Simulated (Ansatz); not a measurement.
`OC(F)(F)Cl` → `F[C](F)Cl`• + `[OH]`•  (homolysis of the C–O bond)

Isolated molecules relaxed with PBE0-D4/def2-TZVP in Ansatz; ΔE leaves out vibrations. CCSD(T)/CBS adds triple-zeta CCSD(T) − MP2 to the extrapolated MP2 energy (def2 sets, frozen cores). This one scheme is used for every species. No spin–orbit coupling; open shells (•) take unrestricted orbitals. Each species was taken in one conformer, which may not be the lowest.

`OC(F)(F)Cl`:

Cartesian coordinates in Å:
```
O 0.392 -0.861 0.576
C -0.130 0.110 -0.190
F 0.825 0.915 -0.686
F -0.951 0.907 0.514
Cl -1.020 -0.624 -1.513
H 0.883 -0.447 1.298
```

`F[C](F)Cl`•:

Cartesian coordinates in Å:
```
F -0.998 -0.358 -0.774
C -0.219 0.150 0.154
F 0.414 1.209 -0.302
Cl 0.802 -1.001 0.922
```

`[OH]`•:

```xyz
2

O     0.188   -0.379   -0.240
H    -0.188    0.379    0.240
```

```csv
species,HF/CBS(def2) energy (Eh)
`OC(F)(F)Cl`,-771.87394
`F[C](F)Cl`•,-696.32962
`[OH]`•,-75.42784
```

Question: Work out ΔE.

Answer: ΔE = (-696.32962) + (-75.42784) − (-771.87394) = 0.11648 Eh = +3.17 eV. CCSD(T)/CBS gives +4.86 eV.

Question: What do rigid-rotor, harmonic-oscillator terms from PBE0-D4/def2-TZVP frequencies (298.15 K, 1 bar) make of the CCSD(T)/CBS value? (Estimate.)

Answer: The calculation gave: ΔZPE = -0.22 eV, ΔH = +4.70 eV, ΔS = 168 J/(mol·K), ΔG = +4.18 eV. Open shells count their whole term as degenerate.

Largest T1 diagnostic among the species: 0.015.

The D4 term adds +0.07 eV with B3LYP and +0.04 eV with PBE0; it sums over pairs of atoms, weighted by their polarisabilities, and B3LYP, whose exchange is more repulsive, gets the larger term. At CCSD(T), def2-SVP lies −0.06 eV from the extrapolated value and def2-TZVPP −0.12 eV.

B3LYP here is the variant with VWN-RPA as its local correlation; programs differ in this.
